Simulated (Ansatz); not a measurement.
The input, for Ansatz 0.2.0:

```yaml
crystal:
  periodic: [false, false, false]
  atoms:
    - {symbol: Si, position_ang: [0.000000, 0.021320, 0.629697]}
    - {symbol: C, position_ang: [0.000000, -0.138256, -1.256090]}
    - {symbol: H, position_ang: [0.000000, 1.053392, -2.578352]}
basis:
  gaussian: {orbitals: def2-TZVPP}
magnetization: {spin_polarized: false, initial_magnetization: 3}
correlation: {method: fci, electrons: all, diis_vectors: 12}
scf: {lower_state_search: full}
output: {forces: true}
```

```sh
$ ansatz run in.yaml --threads 1 --pin off --events-out ev --progress --plain --max-ram 2393MiB
```

Problem. What does the program do with this input?

Solution. Refused. The settings were drawn as a stress test.
```
Error: "diis_vectors" apply only to coupled cluster; leave them out
```
